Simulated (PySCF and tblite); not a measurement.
The numbers below are computed, except where a source is named.
C4H6O, numbered as in [CH2:1]=[CH:2][O:3][CH:4]=[CH2:5].

Level: PBE0-D3(BJ)/def2-TZVP (IEF-PCM, methanol)//PBE0-D3(BJ)/def2-SVP, thermal terms from GFN2-xTB, symmetry numbers and mirror pairs counted. Conformers within 3 kcal/mol (GFN2-xTB free energy) were kept, 4 at most. Couplings: B3LYP/pcJ-1 (gas phase; spin-dipole term only for pairs with B, N, F, Si or P). Couplings are for ¹³C, ¹H, ¹⁷O. Of two unlike H on one atom, a is the less shielded (PBE0/pcSseg-1 (IEF-PCM, methanol)). (PySCF 2.14, tblite 0.8.)

Torsions listed: C1–C2–O3–C4, C2–O3–C4–C5. Of a mirror pair one member is shown.

```csv
conformer,shape,weight %
1,"18°, -152°",50.1
2,"-179°, 179°",49.8
3,"22°, 22°",0.1
```

(1) Give the couplings in each conformer and the averages at 298.15 K (pairs that fast motion interchanges averaged).

## Answers

(1) 
```tsv
coupling	pairs	1	2	3	average (Hz)
¹J(C1,C2)	2	88.5	92.8	84.8	90.6
²J(C1,O3)	2	-2.6	-10.7	5.0	-6.6
¹J(C1,H1b)	2	174.1	174.5	172.8	174.3
¹J(C1,H1a)	2	168.1	169.8	170.4	169.0
²J(C1,H2)	2	10.2	9.1	8.6	9.6
¹J(C2,O3)	2	25.8	23.0	27.8	24.4
²J(H1b,C2)	2	7.6	8.1	6.7	7.8
²J(H1a,C2)	2	-6.0	-6.5	-5.3	-6.2
¹J(C2,H2)	2	191.0	182.0	195.4	186.5
³J(C2,H4)	2	5.8	7.6	9.5	6.7
⁴J(C2,H5b)	2	0.4	1.0	-0.2	0.7
³J(H1b,O3)	2	-8.1	-13.2	-5.0	-10.6
³J(H1a,O3)	2	-3.5	-4.1	-3.2	-3.8
²J(H2,O3)	2	-14.2	-1.6	-26.4	-7.9
²J(H1b,H1a)	2	-1.4	-1.0	-1.6	-1.2
³J(H1b,H2)	2	7.5	7.3	8.8	7.4
³J(H1a,H2)	2	15.2	14.6	16.6	14.9
⁴J(H2,H4)	1	-0.7	-0.3	0.3	-0.5
```
